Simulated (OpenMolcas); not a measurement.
**Exact exchange and the electronic atomisation energy of SiNH4F**

SiNH4F: 7 atoms, total charge 0, spin state singlet. As SMILES, `N[SiH2]F`. The coordinates come from a PBE0-D4/def2-TZVP relaxation. This is one conformer, not always the lowest.

The electronic atomisation energy y, in eV, basis aug-cc-pVDZ; a is the functional's share of exact exchange. Programs: OpenMolcas 26.06.

```
functional     program     a  y (eV)
    r2SCAN  OpenMolcas     0   24.10
       PBE  OpenMolcas     0   24.25
     B3LYP  OpenMolcas   0.2       ?
      PBE0  OpenMolcas  0.25   23.85
     BHLYP  OpenMolcas   0.5   23.46
```

Task: Fit y = c + s·a to the known rows and predict B3LYP.

Result: 
1. Means of the 4 rows: a = 0.1875, y = 23.915.
2. Σ(Δa)² = 0.17188, Σ(Δa·Δy) = -0.24375, so the slope is -0.24375/0.17188 = -1.4181.
3. Intercept: 23.915 − (-1.4181) × 0.1875 = 24.181. The largest residual of the fit is 0.081.
4. B3LYP: 24.181 + (-1.4181) × 0.2 = 23.90 eV.

The run gave 24.10 eV, so the prediction is off by -0.20 eV, more than the scatter of the fit. The rows mix families of semi-local functionals, which the line can't see.
